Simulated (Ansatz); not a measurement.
# ClH6NSi: the cost of one run

All numbers below are computed with Ansatz 0.2.0 (UKS PBE-D4/def2-SVP).

## (1) The system as given

Bond lengths: Si1–H3 1.454 Å, Si1–H4 1.469 Å, Si1–N5 1.702 Å, Si1–Cl7 2.489 Å, N5–H8 1.005 Å, N5–H9 1.006 Å. Angles: H3–Si1–H4 106.9°, H3–Si1–N5 128.9°, H3–Si1–Cl7 107.5°, H4–Si1–N5 100.8°, H4–Si1–Cl7 91.8°, N5–Si1–Cl7 113.8°, Si1–N5–H8 122.5°, Si1–N5–H9 125.1°, H8–N5–H9 112.4°.

As a file:

```xyz
9

Si   -0.5389    0.3212   -0.1946
H     0.4214   -1.1474   -0.8669
H    -1.5825   -0.1877   -1.0706
H    -0.9030    1.7026    0.1457
N    -0.0434   -0.2608    1.3265
H     1.0816   -0.6314   -1.3684
Cl    1.3397    1.0884   -1.6353
H    -0.0903    0.2988    2.1596
H     0.3153   -1.1837    1.5040
```

## (2) A restrained relaxation towards end A

Springs on the bonds that form and break draw the guess towards this end; the thresholds are loose.

File input.yaml:

```yaml
crystal:
  periodic: [false, false, false]
  atoms:
    - { symbol: Si, position_ang: [-0.5389, 0.3212, -0.1946] }
    - { symbol: H, position_ang: [0.4214, -1.1474, -0.8669] }
    - { symbol: H, position_ang: [-1.5825, -0.1877, -1.0706] }
    - { symbol: H, position_ang: [-0.903, 1.7026, 0.1457] }
    - { symbol: "N", position_ang: [-0.0434, -0.2608, 1.3265] }
    - { symbol: H, position_ang: [1.0816, -0.6314, -1.3684] }
    - { symbol: Cl, position_ang: [1.3397, 1.0884, -1.6353] }
    - { symbol: H, position_ang: [-0.0903, 0.2988, 2.1596] }
    - { symbol: H, position_ang: [0.3153, -1.1837, 1.504] }
magnetization:
  spin_polarized: true
basis:
  gaussian: { orbitals: def2-SVP }
hamiltonian:
  xc: pbe
  dispersion: d4
relax:
  f_tol: 0.15
  max_steps: 25
  restrain:
    - { distance: [0, 6], at: 3.43, k: 30.0 }
    - { distance: [5, 1], at: 1.92, k: 30.0 }
    - { distance: [0, 1], at: 1.42, k: 30.0 }
    - { distance: [5, 6], at: 1.33, k: 30.0 }
output:
  orbitals: {}
```

Launch:

```console
$ ansatz run input.yaml --threads 2 --pin off --max-ram 3072MiB --backend cpu --events-out ev --progress --plain --runs-dir out
```

What time and memory should one allow on 2 threads of Arm Neoverse V2, shared host?

About 36 s, with a peak of 0.14 GiB.
